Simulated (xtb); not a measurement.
isobutene (C4H8), SMILES CC(=C)C. All values are semi-empirical tight-binding results from xtb (GFN2-xTB unless named), good for trends rather than for accurate numbers. Coordinates come from a GFN2-xTB optimisation.

```json
{
 "point_group_as_xtb_finds_it": "C2v",
 "orbital_gap": "5.34 eV",
 "dipole_moment": "0.69 D",
 "zero_point_energy": "66.6 kcal/mol",
 "G − E(el) at 298.15 K (modified RRHO)": "49.6 kcal/mol",
 "static polarisability (D4 model)": "50.9 bohr³",
 "solvation energy, GFN2-xTB/ALPB(water)": "-0.4 kcal/mol",
 "solvation energy, GFN2-xTB/ALPB(thf)": "-3.7 kcal/mol"
}
```

Task: Give the IR lines (harmonic; lines under 4 % of the strongest left out, lines within 3 cm⁻¹ merged). (Estimate from the structure and the level; the computed values follow.)

Result: ν (cm⁻¹): 868 (w), 892 (s), 1072 (w), 1082 (w), 1281 (m), 1401 (w), 1427 (w), 1487 (w), 1492 (w), 1739 (s), 3001 (vs), 3017 (vs), 3048 (vs), 3102 (m), 3124 (vs) (against the strongest line: vs over 80 %, s over 45 %, m over 15 %, w over 4 %, vw less)
